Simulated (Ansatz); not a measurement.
Input file:

```yaml
crystal:
  periodic: [false, false, false]
  atoms:
    - {symbol: Sb, position_ang: [0.000000, -0.016571, 0.000000]}
    - {symbol: H, position_ang: [0.000000, 1.000886, -1.372531]}
    - {symbol: H, position_ang: [0.000000, 1.000909, 1.372514]}
basis:
  gaussian: {orbitals: def2-SVP}
total_charge: 1
correlation: {method: fci, electrons: outside_noble_gas}
```

```sh
$ ansatz run in.yaml --threads 1 --pin off --events-out ev --progress --plain --max-ram 2393MiB
```

Output:

```
764 factors; integrals over basis functions are off by at most 1.6e-7 eV
mean field evaluation 1: about -6532.8711 eV, gradient 6.7e0 eV
mean field evaluation 2: about -6532.8742 eV, gradient 6.7e0 eV
mean field evaluation 4: about -6533.0800 eV, gradient 2.3e-1 eV
mean field evaluation 8: about -6533.0801 eV, gradient 1.8e-3 eV
mean field -6533.08007439 eV, -240.0862644530 hartree, gradient 3.0e-7 eV, S^2 0.000000; 0 other end points of the search recorded, 0 dependent functions left out; unrestricted orbitals would lower it
mean field evaluation 16: about -6533.1384 eV, gradient 2.1e-1 eV
9 core orbitals not correlated: weight in the atoms' cores, before any rotation towards them, 0.999 or more for the frozen orbitals, at most 0.000 for the correlated occupied ones
reference -6533.08007439 eV, -240.0862644530 hartree; 3, 3 occupied and 24, 24 virtual orbitals, 764 factors
state -6535.96265535 eV, -240.1921973495 hartree
Total energy: -6535.96265535 eV, -240.1921973495 hartree
```

Ran on 1 thread of Intel Xeon, shared host: 19 s wall, 0.27 GiB peak host memory.
